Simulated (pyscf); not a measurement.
Thermochemistry of product channels of H₂N–SiH(NH₂)–NH₂ + hydrogen fluoride (HF) on the singlet surface, in kJ/mol, from ωB97M-D3(BJ)/def2-TZVP energies (ideal gas, 1 atm, RRHO with modes under 100 cm⁻¹ raised to 100, one conformer, R ln 2 for chiral ones without a mode under 150 cm⁻¹). Optimised with ωB97X-D3(BJ)/def2-SVP in PySCF.

```tsv
products	ΔE	ΔH(298 K)	ΔG(298 K)	ΔG(900 K)
ammonia (NH₃) + H₂N–SiH(NH₂)–F	-100.2	-96.6	-100.6	-104.4
H₂N–Si(NH₂)(NH₂)–F + hydrogen (H₂)	-150.6	-161.3	-155.2	-147.0
```

These are energies of the channels, which say nothing of barriers.
